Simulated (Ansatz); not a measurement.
bcc W, treated with Hartree–Fock (Ansatz, a first-principles code, PAW).

Settings: plane-wave cutoff 460 eV, 14×14×14 k mesh, Fermi–Dirac smearing 0.05 eV, no spin polarisation, scalar-relativistic PAW data made under PBE.

A third-order Birch–Murnaghan fit to the energies gives V0 = 16.425 Å³/atom, B0 = 336 GPa, B′ = 4.1.

```tsv
V (Å³/atom)	P (GPa)
15.782	14.55
16.013	(withheld)
16.459	-0.72
16.834	(withheld)
17.245	(withheld)
```

Question: Estimate the withheld pressures from this fit; the answers are the runs' own values.

Answer: 
- 16.013, P (GPa): 8.97
- 16.834, P (GPa): -7.88
- 17.245, P (GPa): -14.80

The formula P = (3/2) B0 (x^(7/3) − x^(5/3)) [1 + (3/4)(B′ − 4)(x^(2/3) − 1)] with x = V0/V meets the computed pressures within 0.03 GPa when these rounded values are put in.

Measured, for comparison: bulk modulus 312 GPa (zero-point energy and finite temperature contributions removed, our sources range from 300 to 328; as tabulated in doi:10.1021/acs.jctc.3c00612); equilibrium volume per atom 15.78 Å³/atom (static lattice: zero-point anharmonic expansion removed; as tabulated in Mejia-Rodriguez and Trickey (2018), arXiv:1807.09216). Computed (rounded) less measured: bulk modulus +8 % (+2 % to +12 % over the range), equilibrium volume per atom +4.1 %.

Spin–orbit coupling is not included.

The computed numbers hold no vibrational or temperature effects.
